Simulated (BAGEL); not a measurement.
**C2H2Cl2F2 (1,1-dichloro-2,2-difluoroethane) at RI-MP2/def2-SVP (density fitting with cc-pvqz-jkfit)**

What is the energy change on altering one bond length of C2H2Cl2F2 (1,1-dichloro-2,2-difluoroethane) at RI-MP2/def2-SVP (density fitting with cc-pvqz-jkfit)? 

Program for the calculation: BAGEL 1.2.2.

6 further runs of the same task are left out: 6 that didn't finish.

**1. Starting point**

The species is C2H2Cl2F2 (8 atoms), meant as a singlet with charge 0. As SMILES, `FC(F)C(Cl)Cl`. The coordinates come from a PBE0-D4/def2-TZVP relaxation. This is one conformer, not always the lowest.

Bond lengths: F1–C2 1.348 Å, C2–F3 1.348 Å, C2–C4 1.524 Å, C4–Cl5 1.761 Å, C4–Cl6 1.761 Å, C2–H7 1.094 Å, C4–H8 1.089 Å. Some angles: F1–C2–F3 107.5°, F1–C2–C4 109.1°, F3–C2–C4 109.1°, C2–C4–Cl5 109.4°, C2–C4–Cl6 109.4°, Cl5–C4–Cl6 111.6°, F1–C2–H7 109.5°, F3–C2–H7 109.5°, C4–C2–H7 112.2°, C2–C4–H8 109.8°.

**2. The energy at RI-MP2/def2-SVP (density fitting with cc-pvqz-jkfit)**

File calc.json:

```json
{ "bagel" : [

{
  "title" : "molecule",
  "basis" : "svp",
  "df_basis" : "cc-pvqz-jkfit",
  "angstrom" : true,
  "geometry" : [
    { "atom" : "F", "xyz" : [    0.408370,   -1.137320,    1.314790 ] },
    { "atom" : "C", "xyz" : [    0.672870,   -0.311460,    0.282290 ] },
    { "atom" : "F", "xyz" : [    1.286580,   -1.040250,   -0.671770 ] },
    { "atom" : "C", "xyz" : [   -0.639670,    0.230610,   -0.271540 ] },
    { "atom" : "Cl", "xyz" : [   -0.309580,    1.248420,   -1.669870 ] },
    { "atom" : "Cl", "xyz" : [   -1.486960,    1.117430,    0.991650 ] },
    { "atom" : "H", "xyz" : [    1.340900,    0.487530,    0.616660 ] },
    { "atom" : "H", "xyz" : [   -1.272520,   -0.594960,   -0.592210 ] }
  ]
},
{
  "title" : "hf"
},
{
  "title" : "mp2",
  "ncore" : 14
}

]}
```

Started as:

```
BAGEL_NUM_THREADS=1 BAGEL calc.json > calc.out
```

The program printed:

```text
* using 1 threads per process

  ===============================================================
  ===============================================================

  *** Geometry ***

  { "atom" : "F", "xyz" : [      0.771707,     -2.149223,      2.484593 ] },
  { "atom" : "C", "xyz" : [      1.271540,     -0.588574,      0.533451 ] },
  { "atom" : "F", "xyz" : [      2.431284,     -1.965788,     -1.269461 ] },
  { "atom" : "C", "xyz" : [     -1.208801,      0.435790,     -0.513136 ] },
  { "atom" : "Cl", "xyz" : [     -0.585021,      2.359172,     -3.155597 ] },
  { "atom" : "Cl", "xyz" : [     -2.809947,      2.111637,      1.873947 ] },
  { "atom" : "H", "xyz" : [      2.533934,      0.921298,      1.165319 ] },
  { "atom" : "H", "xyz" : [     -2.404714,     -1.124311,     -1.119115 ] },

  Number of auxiliary basis functions:      822

  Since a DF basis is specified, we compute 2- and 3-index integrals:
    o Being stored without compression. Storage requirement is 0.068 GB

  Number of basis functions:      102
  Number of electrons      :       66

    * METHOD: MOLECULE                             1.58

  *** RHF ***

  === Nuclear Repulsion ===
   380.4948853800

      * DIIS with orbital gradients will be used.

  === RHF iteration (svp) ===
      0      -1194.07209988          0.01444818           0.40
      1      -1194.19085704          0.00937588           0.38
      2      -1194.25003249          0.00116123           0.38
      3      -1194.25181835          0.00031339           0.41
      4      -1194.25191703          0.00009500           0.43
      5      -1194.25193282          0.00002788           0.42
      6      -1194.25193419          0.00000805           0.37
      7      -1194.25193429          0.00000214           0.36
      8      -1194.25193430          0.00000088           0.39
      9      -1194.25193430          0.00000036           0.34
     10      -1194.25193430          0.00000010           0.45
     11      -1194.25193430          0.00000005           0.37
     12      -1194.25193430          0.00000002           0.37
     13      -1194.25193430          0.00000001           0.34
    * SCF iteration converged.

    * Permanent dipole moment:
           (    0.071905,    -0.179496,     0.023130) a.u.

    * METHOD: HF                                   6.08

  *** RHF ***

  === Nuclear Repulsion ===
   380.4948853800

      * DIIS with orbital gradients will be used.

  === RHF iteration (svp) ===
      0      -1194.25193430          0.00000000           0.31
    * SCF iteration converged.

    * Permanent dipole moment:
           (    0.071905,    -0.179496,     0.023130) a.u.

  === DF-MP2 calculation ===

    * freezing 14 orbitals
    * 3-index integral transformation done
    * assembly done

      MP2 correlation energy:   -0.9056743418      0.22

      MP2 total energy:       -1195.1576086396

    * METHOD: MP2                                  0.93

  ===============================================================
```

Wall time 9 s (1 thread of Intel Xeon Platinum 8259CL at 2.50GHz (Skylake/Cascade Lake), shared host); peak memory 0.24 GiB.

**3. The distorted shape, same level**

File calc.json:

```json
{ "bagel": [

{
  "title": "molecule",
  "basis": "svp",
  "df_basis": "cc-pvqz-jkfit",
  "angstrom": "true",
  "geometry": [
    { "atom": "F", "xyz": [       0.012269,      -2.358669,       2.992755 ] },
    { "atom": "C", "xyz": [       0.276769,      -1.532809,       1.960255 ] },
    { "atom": "F", "xyz": [       0.890479,      -2.261599,       1.006195 ] },
    { "atom": "C", "xyz": [      -1.035771,      -0.990739,       1.406425 ] },
    { "atom": "Cl", "xyz": [      -0.309580,       1.248420,      -1.669870 ] },
    { "atom": "Cl", "xyz": [      -1.883061,      -0.103919,       2.669615 ] },
    { "atom": "H", "xyz": [       0.944799,      -0.733819,       2.294625 ] },
    { "atom": "H", "xyz": [      -1.668621,      -1.816309,       1.085755 ] }
  ]
},

{ "title": "hf" },

{ "title": "mp2", "ncore": 14 }

]}
```

Started as:

```
BAGEL_NUM_THREADS=1 BAGEL calc.json > calc.out
```

The program printed:

```text
* using 1 threads per process

  ===============================================================
  ===============================================================

  *** Geometry ***

  { "atom" : "F", "xyz" : [      0.023185,     -4.457238,      5.655487 ] },
  { "atom" : "C", "xyz" : [      0.523018,     -2.896589,      3.704345 ] },
  { "atom" : "F", "xyz" : [      1.682761,     -4.273803,      1.901433 ] },
  { "atom" : "C", "xyz" : [     -1.957324,     -1.872225,      2.657758 ] },
  { "atom" : "Cl", "xyz" : [     -0.585021,      2.359172,     -3.155597 ] },
  { "atom" : "Cl", "xyz" : [     -3.558470,     -0.196378,      5.044841 ] },
  { "atom" : "H", "xyz" : [      1.785411,     -1.386717,      4.336213 ] },
  { "atom" : "H", "xyz" : [     -3.153237,     -3.432327,      2.051780 ] },

  Number of auxiliary basis functions:      822

  Since a DF basis is specified, we compute 2- and 3-index integrals:
    o Being stored without compression. Storage requirement is 0.068 GB

  Number of basis functions:      102
  Number of electrons      :       66

    * METHOD: MOLECULE                             1.30

  *** RHF ***

  === Nuclear Repulsion ===
   315.0522694233

      * DIIS with orbital gradients will be used.

  === RHF iteration (svp) ===
      0      -1193.72339990          0.01649652           0.35
      1      -1193.27953624          0.02123595           0.34
      2      -1193.89934535          0.00827341           0.43
      3      -1193.95732608          0.00449258           0.45
      4      -1194.00422738          0.00165190           0.40
      5      -1194.01937124          0.00099839           0.33
      6      -1194.02296187          0.00121396           0.33
      7      -1194.02457898          0.00056109           0.34
      8      -1194.02541035          0.00015416           0.33
      9      -1194.02552006          0.00008554           0.32
     10      -1194.02558491          0.00006895           0.30
     11      -1194.02570147          0.00004706           0.32
     12      -1194.02577016          0.00003129           0.31
     13      -1194.02579324          0.00001942           0.32
     14      -1194.02580168          0.00000500           0.32
     15      -1194.02580199          0.00000194           0.32
     16      -1194.02580200          0.00000123           0.31
     17      -1194.02580201          0.00000036           0.32
     18      -1194.02580201          0.00000022           0.34
     19      -1194.02580201          0.00000015           0.31
     20      -1194.02580201          0.00000010           0.31
     21      -1194.02580201          0.00000008           0.31
     22      -1194.02580201          0.00000005           0.29
     23      -1194.02580201          0.00000004           0.29
     24      -1194.02580201          0.00000002           0.29
     25      -1194.02580201          0.00000001           0.29
     26      -1194.02580201          0.00000000           0.28
    * SCF iteration converged.

    * Permanent dipole moment:
           (    0.647798,     1.202436,    -2.473371) a.u.

    * METHOD: HF                                   9.38

  *** RHF ***

  === Nuclear Repulsion ===
   315.0522694233

      * DIIS with orbital gradients will be used.

  === RHF iteration (svp) ===
      0      -1194.02580201          0.00000000           0.32
    * SCF iteration converged.

    * Permanent dipole moment:
           (    0.647798,     1.202436,    -2.473371) a.u.

  === DF-MP2 calculation ===

    * freezing 14 orbitals
    * 3-index integral transformation done
    * assembly done

      MP2 correlation energy:   -0.9624236423      0.18

      MP2 total energy:       -1194.9882256495

    * METHOD: MP2                                  0.91

  ===============================================================
```

Wall time 12 s (1 thread of Intel Xeon Platinum 8259CL at 2.50GHz (Skylake/Cascade Lake), shared host); peak memory 0.24 GiB.

**4. Results**

Level: RI-MP2/def2-SVP (density fitting with cc-pvqz-jkfit), 14 core orbitals frozen.

```
                                                          quantity           value
                                         first shape: total energy  -1195.15761 Eh
         first shape: correlation energy (14 core orbitals frozen)      -905.7 mEh
                                     distorted shape: total energy  -1194.98823 Eh
     distorted shape: correlation energy (14 core orbitals frozen)      -962.4 mEh
energy change with the C4–Cl5 bond stretched from 1.761 to 3.874 Å        4.609 eV
```

**Reading.** One bond (distorted shape) is far stretched, which a spin-restricted single reference describes badly; perturbation theory on it can break down and give far too much correlation. With the C4–Cl5 bond stretched from 1.761 to 3.874 Å the energy rises by 4.61 eV (445 kJ/mol). The first shape isn't relaxed at this level, so the change isn't measured from a minimum. A restricted reference can't describe the breaking bond well at this length.
